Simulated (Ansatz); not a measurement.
The input, for Ansatz 0.2.0:

```yaml
crystal:
  periodic: [false, false, false]
  atoms:
    - {symbol: N, position_ang: [0.000000, 0.718959, -0.043984]}
    - {symbol: N, position_ang: [0.000000, -0.718959, -0.043984]}
    - {symbol: H, position_ang: [0.211082, 1.092752, 0.881590]}
    - {symbol: H, position_ang: [-0.948214, 1.005026, -0.270375]}
    - {symbol: H, position_ang: [-0.211082, -1.092752, 0.881590]}
    - {symbol: H, position_ang: [0.948214, -1.005026, -0.270375]}
basis:
  gaussian: {orbitals: STO-3G}
correlation: {method: fic_mrcisd_q, electrons: outside_noble_gas, active_space: {window: {electrons: 14, orbitals: 12}, shells: [{species: H, l: s, shell: 1}, {species: "N", l: s, shell: 2}, {species: "N", l: p, shell: 2}]}}
```

```sh
$ ansatz run in.yaml --threads 5 --pin off --events-out ev --progress --plain --max-ram 90624MiB --backend cuda --devices 0, --max-vram 75GiB
```

Log:

```
227 factors; integrals over basis functions are off by at most 3.9e-8 eV
mean field evaluation 1: about -2985.8220 eV, gradient 1.0e1 eV
mean field evaluation 2: about -2985.9521 eV, gradient 1.0e1 eV
mean field evaluation 4: about -2986.3343 eV, gradient 8.0e-1 eV
mean field evaluation 8: about -2986.3389 eV, gradient 2.3e-6 eV
mean field -2986.33891490 eV, -109.7459309093 hartree, gradient 2.5e-6 eV, S^2 0.000000; 0 other end points of the search recorded, 0 dependent functions left out
reference -2986.33891490 eV, -109.7459309093 hartree; 9, 9 occupied and 5, 5 virtual orbitals, 227 factors
state -2989.66041472 eV, -109.8679937765 hartree
contracted CI cycle   1: correlation 0.00000000 eV, 0.0000000000 hartree, residual 0.00e0 eV
state -2989.66041472 eV, -109.8679937765 hartree; corrected -2989.66041472 eV, -109.8679937765 hartree
Total energy: -2989.66041472 eV, -109.8679937765 hartree
Checks for a lower state left out: starts, orbital_swaps
```

For the same geometry and basis full CI lies 0.0 meV higher.

Ran on 5 threads of AMD EPYC 7R13 with a whole H100 80 GB, shared host: 5.5 s wall, 1.2 GiB peak host memory.
